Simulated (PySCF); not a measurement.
**SOF2 (thionyl fluoride) at 4 levels**

Wanted: a comparison of 4 runs (HF/pcseg-1, HF/pcseg-2, B97-1/6-311+G**, MP2/def2-TZVP) of SOF2 (thionyl fluoride). 

The calculation is run with PySCF 2.14.0.

1 further run of the same task is left out (it didn't finish).

## (1) Starting point

SOF2 has 4 atoms, charge 0, and is taken as a singlet. SMILES: `O=S(F)F`. The shape is that of a PBE0-D4/def2-TZVP optimisation.

Bond lengths: O1–S2 1.419 Å, S2–F3 1.588 Å, S2–F4 1.588 Å. Angles: O1–S2–F3 106.5°, O1–S2–F4 106.4°, F3–S2–F4 93.0°.

## (2) The stability of the SCF solution at HF/pcseg-1 (density fitting with cc-pvqz-jkfit) (run 1)

File run.py:

```python
from pyscf import gto

mol = gto.M(
    atom='O 0.932400 0.066600 -1.017800; S -0.151300 -0.426200 -0.245700; F -1.124400 0.804200 0.000400; F 0.343300 -0.444600 1.263100',
    basis='pcseg-1',
    max_memory=1860,
    verbose=4,
)

mf = mol.RHF()
mf = mf.density_fit(auxbasis='cc-pvqz-jkfit')
mf.diis_start_cycle = 3
mf.damp = 0.6
mf.kernel()

e_final = mf.e_tot
print(f'total energy: {e_final:.8f} hartree')
mo_i, mo_e, stable_i, stable_e = mf.stability(internal=True, external=True, return_status=True)
print('stable: internal', stable_i, 'external', stable_e)
```

The run is started by

```bash
$ OMP_NUM_THREADS=1 python run.py
```

Output:

```text
PySCF version 2.14.0

[INPUT] num. atoms = 4
[INPUT] num. electrons = 42
[INPUT] charge = 0
[INPUT] spin (= nelec alpha-beta = 2S) = 0
[INPUT] symmetry False subgroup None
[INPUT] Mole.unit = angstrom
[INPUT] Symbol           X                Y                Z      unit          X                Y                Z       unit  Magmom
[INPUT]  1 O      0.932400000000   0.066600000000  -1.017800000000 AA    1.761980638544   0.125855759896  -1.923363249582 Bohr   0.0
[INPUT]  2 S     -0.151300000000  -0.426200000000  -0.245700000000 AA   -0.285915562647  -0.805401274290  -0.464305708806 Bohr   0.0
[INPUT]  3 F     -1.124400000000   0.804200000000   0.000400000000 AA   -2.124808054461   1.519717749375   0.000755890450 Bohr   0.0
[INPUT]  4 F      0.343300000000  -0.444600000000   1.263100000000 AA    0.648742978563  -0.840172234982   2.386913067938 Bohr   0.0

nuclear repulsion = 193.929517224793
number of shells = 12
number of NR pGTOs = 119
number of NR cGTOs = 60
basis = pcseg-1
ecp = {}

******** <class 'pyscf.df.df_jk.DFRHF'> ********
method = DFRHF
initial guess = minao
damping factor = 0.6
level_shift factor = 0
DIIS = <class 'pyscf.scf.diis.CDIIS'>
diis_start_cycle = 3
diis_space = 8
diis_damp = 0
SCF conv_tol = 1e-09
SCF conv_tol_grad = None
SCF max_cycles = 50
direct_scf = False
Set gradient conv threshold to 3.16228e-05
Initial guess from minao.
******** <class 'pyscf.df.df.DF'> ********
auxbasis = cc-pvqz-jkfit
init E= -671.891140876988
  HOMO = -0.348654764728885  LUMO = 0.0281375479751276  gap/eV = 10.25304
cycle= 1 E= -670.939550500869  delta_E= 0.952  |g|= 0.811  |ddm|= 2.66
  HOMO = -0.423793058956439  LUMO = 0.0330255786039348  gap/eV = 12.43067
cycle= 2 E= -671.051019787904  delta_E= -0.111  |g|= 0.326  |ddm|= 0.472
  HOMO = -0.518093759313483  LUMO = 0.0725129714262822  gap/eV = 16.07123
cycle= 3 E= -671.07216931642  delta_E= -0.0211  |g|= 0.154  |ddm|= 0.472
  HOMO = -0.499769608143168  LUMO = 0.1118382093936  gap/eV = 16.64270
cycle= 4 E= -671.075376357526  delta_E= -0.00321  |g|= 0.108  |ddm|= 0.214
  HOMO = -0.499242528108038  LUMO = 0.105612057177072  gap/eV = 16.45893
cycle= 5 E= -671.077410161627  delta_E= -0.00203  |g|= 0.0118  |ddm|= 0.0801
  HOMO = -0.502405915122242  LUMO = 0.104151360675009  gap/eV = 16.50526
cycle= 6 E= -671.077479042887  delta_E= -6.89e-05  |g|= 0.00666  |ddm|= 0.0213
  HOMO = -0.501611688717085  LUMO = 0.104825261388817  gap/eV = 16.50199
cycle= 7 E= -671.077497961671  delta_E= -1.89e-05  |g|= 0.00227  |ddm|= 0.0122
  HOMO = -0.501434314122981  LUMO = 0.10514702395802  gap/eV = 16.50592
cycle= 8 E= -671.077500343842  delta_E= -2.38e-06  |g|= 0.000735  |ddm|= 0.00424
  HOMO = -0.501431422326609  LUMO = 0.105139278871313  gap/eV = 16.50563
cycle= 9 E= -671.077500738392  delta_E= -3.95e-07  |g|= 9.11e-05  |ddm|= 0.00233
  HOMO = -0.501439125889519  LUMO = 0.105143446573294  gap/eV = 16.50595
cycle= 10 E= -671.077500745241  delta_E= -6.85e-09  |g|= 2.56e-05  |ddm|= 0.000246
  HOMO = -0.501440746828201  LUMO = 0.105144266066334  gap/eV = 16.50602
cycle= 11 E= -671.077500745835  delta_E= -5.94e-10  |g|= 9e-06  |ddm|= 6.42e-05
  HOMO = -0.501442414125193  LUMO = 0.105143821906497  gap/eV = 16.50605
Extra cycle  E= -671.077500745892  delta_E= -5.66e-11  |g|= 4.87e-06  |ddm|= 1.48e-05
converged SCF energy = -671.077500745892
total energy: -671.07750075 hartree
rhf_internal: lowest eigs of H = [1.11808341 1.25830579 1.47243166]
<class 'pyscf.df.df_jk.DFRHF'> wavefunction is stable in the internal stability analysis
rhf_real2complex: lowest eigs of H = [0.25284206 0.33863828 0.34809394]
<class 'pyscf.df.df_jk.DFRHF'> wavefunction is stable in the real -> complex stability analysis
rhf_external: lowest eigs of H = [0.13481441 0.17001554 0.18862302]
<class 'pyscf.df.df_jk.DFRHF'> wavefunction is stable in the RHF/RKS -> UHF/UKS stability analysis
stable: internal True external True
```

Run time: 3.3 s. Hardware: 1 thread of AMD EPYC 9R14 (Zen 4), shared host; peak memory 0.14 GiB.

## (3) The stability of the SCF solution at HF/pcseg-2 (density fitting with cc-pvqz-jkfit) (run 2)

File job.py:

```python
from pyscf import gto, scf

mol = gto.M(
    atom='O 0.932400 0.066600 -1.017800; S -0.151300 -0.426200 -0.245700; F -1.124400 0.804200 0.000400; F 0.343300 -0.444600 1.263100',
    basis='pcseg-2',
    verbose=4,
    symmetry=True,
    max_memory=1860,
    charge=0,
)

mf = scf.RHF(mol)
mf = mf.density_fit(auxbasis='cc-pvqz-jkfit')
mf.kernel()

energy = mf.e_tot
print('E = %.10f Eh' % energy)
mo_i, mo_e, stable_i, stable_e = mf.stability(internal=True, external=True, return_status=True)
print('stable: internal', stable_i, 'external', stable_e)
```

The run is started by

```bash
$ OMP_NUM_THREADS=1 python job.py
```

Output:

```text
PySCF version 2.14.0

[INPUT] num. atoms = 4
[INPUT] num. electrons = 42
[INPUT] charge = 0
[INPUT] spin (= nelec alpha-beta = 2S) = 0
[INPUT] symmetry True subgroup None
[INPUT] Mole.unit = angstrom
[INPUT] Symbol           X                Y                Z      unit          X                Y                Z       unit  Magmom
[INPUT]  1 O      0.932400000000   0.066600000000  -1.017800000000 AA    1.761980638544   0.125855759896  -1.923363249582 Bohr   0.0
[INPUT]  2 S     -0.151300000000  -0.426200000000  -0.245700000000 AA   -0.285915562647  -0.805401274290  -0.464305708806 Bohr   0.0
[INPUT]  3 F     -1.124400000000   0.804200000000   0.000400000000 AA   -2.124808054461   1.519717749375   0.000755890450 Bohr   0.0
[INPUT]  4 F      0.343300000000  -0.444600000000   1.263100000000 AA    0.648742978563  -0.840172234982   2.386913067938 Bohr   0.0

nuclear repulsion = 193.929517224793
point group symmetry = C1
symmetry origin: [0. 0. 0.]
symmetry axis x: [1. 0. 0.]
symmetry axis y: [0. 1. 0.]
symmetry axis z: [0. 0. 1.]
num. orbitals of irrep A = 124
number of shells = 16
number of NR pGTOs = 203
number of NR cGTOs = 124
basis = pcseg-2
ecp = {}

******** <class 'pyscf.df.df_jk.DFRHF'> ********
method = DFRHF
initial guess = minao
damping factor = 0
level_shift factor = 0
DIIS = <class 'pyscf.scf.diis.CDIIS'>
diis_start_cycle = 1
diis_space = 8
diis_damp = 0
SCF conv_tol = 1e-09
SCF conv_tol_grad = None
SCF max_cycles = 50
direct_scf = False
Set gradient conv threshold to 3.16228e-05
[... 1 set-up line as earlier in the session ...]
******** <class 'pyscf.df.df.DF'> ********
auxbasis = cc-pvqz-jkfit
init E= -672.132820478712
  HOMO = -0.354520909228579  LUMO = 0.0178723932657121  gap/eV = 10.13334
cycle= 1 E= -671.21200484932  delta_E= 0.921  |g|= 0.879  |ddm|= 2.18
  HOMO = -0.494759278078043  LUMO = 0.0310340472156234  gap/eV = 14.30757
cycle= 2 E= -671.294784623587  delta_E= -0.0828  |g|= 0.609  |ddm|= 0.914
  HOMO = -0.511810179725341  LUMO = 0.08661049159873  gap/eV = 16.28386
cycle= 3 E= -671.356519078794  delta_E= -0.0617  |g|= 0.0779  |ddm|= 0.366
  HOMO = -0.495857714322518  LUMO = 0.0998370914716133  gap/eV = 16.20968
cycle= 4 E= -671.357821440155  delta_E= -0.0013  |g|= 0.0272  |ddm|= 0.0677
  HOMO = -0.499470478843175  LUMO = 0.0999069953427707  gap/eV = 16.30989
cycle= 5 E= -671.358045226345  delta_E= -0.000224  |g|= 0.0101  |ddm|= 0.0324
  HOMO = -0.500014373655773  LUMO = 0.0993351450669451  gap/eV = 16.30913
cycle= 6 E= -671.358073905366  delta_E= -2.87e-05  |g|= 0.00279  |ddm|= 0.0101
  HOMO = -0.499915662494544  LUMO = 0.0994100932741624  gap/eV = 16.30848
cycle= 7 E= -671.358080195883  delta_E= -6.29e-06  |g|= 0.000759  |ddm|= 0.00723
  HOMO = -0.49987056420321  LUMO = 0.0994938980982099  gap/eV = 16.30954
cycle= 8 E= -671.358080632383  delta_E= -4.37e-07  |g|= 0.000168  |ddm|= 0.00176
  HOMO = -0.499858009543086  LUMO = 0.0995027465480085  gap/eV = 16.30944
cycle= 9 E= -671.358080654105  delta_E= -2.17e-08  |g|= 3.93e-05  |ddm|= 0.000397
  HOMO = -0.499862743863943  LUMO = 0.0995006953944575  gap/eV = 16.30951
cycle= 10 E= -671.358080655367  delta_E= -1.26e-09  |g|= 1.55e-05  |ddm|= 8.17e-05
  HOMO = -0.49986640328024  LUMO = 0.0995000510256503  gap/eV = 16.30959
cycle= 11 E= -671.358080655618  delta_E= -2.52e-10  |g|= 3.77e-06  |ddm|= 4.36e-05
  HOMO = -0.499866565056713  LUMO = 0.0995002748657505  gap/eV = 16.30960
Extra cycle  E= -671.358080655628  delta_E= -9.21e-12  |g|= 2.06e-06  |ddm|= 4.85e-06
converged SCF energy = -671.358080655628
E = -671.3580806556 Eh
rhf_internal: lowest eigs of H = [1.10477246 1.24086484 1.46227214]
<class 'pyscf.df.df_jk.DFRHF'> wavefunction is stable in the internal stability analysis
rhf_real2complex: lowest eigs of H = [0.25110897 0.33173648 0.34650722]
<class 'pyscf.df.df_jk.DFRHF'> wavefunction is stable in the real -> complex stability analysis
rhf_external: lowest eigs of H = [0.12465958 0.1644472  0.18020016]
<class 'pyscf.df.df_jk.DFRHF'> wavefunction is stable in the RHF/RKS -> UHF/UKS stability analysis
stable: internal True external True
```

Wall time 19 s (1 thread of AMD EPYC 9R14 (Zen 4), shared host); peak memory 0.21 GiB.

Run 3 isn't shown in full; the table further down has it.

## (4) A single-point energy at MP2/def2-TZVP (Cartesian functions, C-PCM aniline) (run 4)

File input.xyz:

```xyz
4
F2OS
O      0.932400     0.066600    -1.017800
S     -0.151300    -0.426200    -0.245700
F     -1.124400     0.804200     0.000400
F      0.343300    -0.444600     1.263100
```

File input.py:

```python
from pyscf import gto, mp, solvent

mol = gto.M(
    atom='input.xyz',
    basis='def2-tzvp',
    spin=0,
    verbose=3,
    charge=0,
    max_memory=1860,
    cart=True,
)

myscf = mol.RHF()
myscf = myscf.PCM()
myscf.with_solvent.method = 'C-PCM'
myscf.with_solvent.eps = 6.8882  # aniline
myscf.kernel()

pt = mp.MP2(myscf, frozen=8).run()
energy = pt.e_tot
print('E = %.10f Eh' % energy)
```

The run is started by

```bash
$ OMP_NUM_THREADS=1 python input.py
```

Output:

```text
WARN: PCM is an experimental feature. It is still in testing.
Features and APIs may be changed in the future.

converged SCF energy = -671.383729459606
E(RMP2) = -672.315824439701  E_corr = -0.932094980094749
E(SCS-RMP2) = -672.288286831691  E_corr = -0.904557372085206
E = -672.3158244397 Eh
```

It took 19 s on 1 thread of AMD EPYC 9R14 (Zen 4), shared host; peak memory 0.82 GiB.

## (5) All runs side by side

```csv
run,level,damping,symmetry,energy (Eh),dipole moment (D) of the reference,HOMO energy (eV),LUMO energy (eV),wall time
1,HF/pcseg-1 (density fitting with cc-pvqz-jkfit),0.6,no,-671.077501,2.34,-13.64,2.86,3.3 s
2,HF/pcseg-2 (density fitting with cc-pvqz-jkfit),–,yes,-671.358081,2.22,-13.60,2.71,19 s
3,"B97-1/6-311+G** (sfX2C, Cartesian functions)",–,no,-674.251718,1.93,-9.63,-1.64,4.8 s
4,"MP2/def2-TZVP (Cartesian functions, C-PCM aniline)",–,no,-672.315824,2.45,-13.40,3.20,19 s
```

## (6) Summary of results

| quantity | value |
| --- | --- |
| run 4: total energy | -672.31582 Eh |
| run 4: dipole moment (Hartree–Fock density) | 2.45 D |
| run 4: HOMO energy (Hartree–Fock orbitals) | -13.40 eV |
| run 4: LUMO energy (Hartree–Fock orbitals) | 3.20 eV |
| run 4: HOMO–LUMO gap (Hartree–Fock orbitals) | 16.60 eV |
| run 4: correlation energy (8 core orbitals frozen) | -932.1 mEh |
| run 4: solvent term in the energy | -16.6 kJ/mol |

In words: Over runs 1, 2, 3 the dipole moment (its size) runs from 1.93 D (B97-1/6-311+G**) to 2.34 D (HF/pcseg-1). The two ends differ in method and basis and Hamiltonian. Over runs 1, 2, 3 the HOMO–LUMO gap runs from 7.99 eV (B97-1/6-311+G**) to 16.51 eV (HF/pcseg-1). Some runs of one species differ in core potentials or relativity; totals across that change don't compare. All runs together took 46 s, the longest 19 s.
